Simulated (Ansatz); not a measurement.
Two isomers of C3H5ClO: A = `CC1(Cl)CO1`, B = `C/C=C(\O)Cl`.

Gas-phase electronic energies from Ansatz, PBE0-D4/def2-TZVP geometries. CCSD(T)/CBS is the MP2 limit (def2-TZVPP, def2-QZVPP) plus CCSD(T) − MP2 in def2-TZVPP, frozen cores. DFT in def2-TZVPP. B3LYP here is the variant with VWN-RPA as its local correlation; programs differ in this. Each species was taken in one conformer, which may not be the lowest.

A:

```xyz
10

C     0.374    0.587    1.055
C    -0.120   -0.423    0.072
Cl   -1.184   -1.631    0.818
C    -0.298   -0.169   -1.350
O     0.795   -0.939   -0.837
H     0.956    0.094    1.836
H    -0.463    1.108    1.521
H     1.011    1.310    0.543
H    -0.027    0.800   -1.761
H    -1.044   -0.738   -1.895
```

B:

Z-matrix (Å, degrees):
```
C
C 1 1.490
H 1 1.095 2 111.0
H 1 1.094 2 110.8 3 118.8
H 1 1.090 2 111.5 3 -120.5
C 2 1.325 1 123.6 3 116.1
H 2 1.082 1 119.2 3 -63.3
Cl 6 1.736 2 121.9 1 179.3
O 6 1.348 2 124.1 1 -2.0
H 9 0.961 6 109.3 2 166.7
```

Task: Which is lower in electronic energy at CCSD(T)/CBS, and by how much? (Best estimate.)

Result: Ansatz gave: B, by 12.1 kcal/mol.

Task: Give E(B) − E(A) in kcal/mol with r2SCAN-D4, B3LYP-D4, CCSD/def2-TZVPP, PBE-D4, B2PLYP, PBE0-D4, ωB97M-V. (Estimate.)

Result: The calculation gave: r2SCAN-D4 -11.2, B3LYP-D4 -13.7, CCSD/def2-TZVPP -11.4, PBE-D4 -11.3, B2PLYP -12.7, PBE0-D4 -10.7, ωB97M-V -11.1. None reverses the order clearly.

Largest T1 diagnostic: 0.011.

In def2-TZVPP, CCSD(T) changes the Hartree–Fock value by +1.7 kcal/mol (the triples alone add −0.0 kcal/mol) and MP2 by +2.7 kcal/mol.
